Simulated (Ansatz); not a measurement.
# CH3FS, SMILES FCS: vertical energies of changing the electron count

Computed with the Ansatz DFT code, driven from Python.

Notebook, run cell by cell (the value of a cell's last expression is shown):

```python
import ansatz as az
from rdkit import Chem
from rdkit.Chem import AllChem
```

```python
def energy_of(molecule, charge=0, unpaired=0):
    calc = molecule.calculation().basis(gaussian="def2-SVPD").functional("cam_b3lyp").accuracy("medium")
    if charge:
        calc = calc.charge(charge)
    if unpaired:
        calc = calc.spin("collinear", total=unpaired)
    report = calc.run(threads=1, pin="off").report
    if report["published_state_doubts"]:
        print("  doubts:", report["published_state_doubts"])
    return report["free_energy_ev"]
```

```python
# a force-field geometry from the SMILES
rd = Chem.AddHs(Chem.MolFromSmiles("FCS"))
AllChem.EmbedMolecule(rd, randomSeed=628)
AllChem.UFFOptimizeMolecule(rd)
ch3fs = az.Crystal.molecule()
for atom, xyz in zip(rd.GetAtoms(), rd.GetConformer().GetPositions()):
    ch3fs = ch3fs.atom(atom.GetSymbol(), xyz.round(5).tolist())
```

```python
# total-energy differences at one geometry
parent = energy_of(ch3fs, 0, 0)
cation = energy_of(ch3fs, 1, 1)
print(f"E(N)   = {parent:.5f} eV")
print(f"E(N-1) = {cation:.5f} eV  (1 unpaired)")
print(f"vertical ionisation energy {cation - parent:.3f} eV")
anion = energy_of(ch3fs, -1, 1)
print(f"E(N+1) = {anion:.5f} eV  (1 unpaired)")
print(f"vertical electron affinity {parent - anion:.3f} eV" + ("" if anion < parent else " (unbound in this basis)"))
print(f"fundamental gap IP - EA = {cation + anion - 2 * parent:.3f} eV")
```

    E(N)   = -14630.94877 eV
    E(N-1) = -14620.81827 eV  (1 unpaired)
    vertical ionisation energy 10.131 eV
    E(N+1) = -14629.56515 eV  (1 unpaired)
    vertical electron affinity -1.384 eV (unbound in this basis)
    fundamental gap IP - EA = 11.514 eV

At this unrelaxed geometry removing an electron costs 10.13 eV and an added one is unbound in this basis (by 1.38 eV).

What to keep in mind:
- These settings explore the input space; basis and method may be short of convergence.
- The geometry is a force-field or estimated start, not a minimum of this method, and the basis set is short of its limit. All parts are taken at fixed geometry, without zero-point energy. At an unrelaxed start these energies can be a whole eV from those at the minimum, and a small affinity can change sign.
- A negative electron affinity means that the anion is unbound here; its size hangs on the basis and tends to about zero as the basis grows, and so does its part in any gap built on it.
- It ran for 20 s on 1 thread of Arm Neoverse V2 (shared host), peak memory 0.43 GiB.
